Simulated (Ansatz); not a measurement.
Input for Ansatz (development build ahead of 0.2.0):

```yaml
crystal:
  periodic: [false, false, false]
  atoms:
    - { symbol: C, position_ang: [0.0, 0.0, 0.0] }
    - { symbol: C, position_ang: [0.0, 0.85557, 1.26843] }
    - { symbol: C, position_ang: [0.0, 0.0, 2.53685] }
    - { symbol: C, position_ang: [0.0, 0.85557, 3.80528] }
    - { symbol: H, position_ang: [0.0, 0.64836, -0.8762] }
    - { symbol: H, position_ang: [0.88982, -0.62937, -0.01437] }
    - { symbol: H, position_ang: [-0.88982, -0.62937, -0.01437] }
    - { symbol: H, position_ang: [-0.88183, 1.49625, 1.26843] }
    - { symbol: H, position_ang: [0.88183, 1.49625, 1.26843] }
    - { symbol: H, position_ang: [0.88183, -0.64069, 2.53685] }
    - { symbol: H, position_ang: [-0.88183, -0.64069, 2.53685] }
    - { symbol: H, position_ang: [0.0, 0.20721, 4.68149] }
    - { symbol: H, position_ang: [0.88982, 1.48494, 3.81965] }
    - { symbol: H, position_ang: [-0.88982, 1.48494, 3.81965] }
basis:
  gaussian: { orbitals: cc-pVDZ }
hamiltonian:
  xc: hf
correlation:
  method: mp2
  frozen_orbitals: { C: 1, H: 0 }
```

The input is written out in the form of the current development build from the run's settings.

Results

```yaml
Converged: yes
Reference_energy: -157.30878 hartree
Correlation_energy: -0.58800 hartree
Total_energy: -157.89678 hartree
Spin_squared_of_the_determinant: 0.000
```
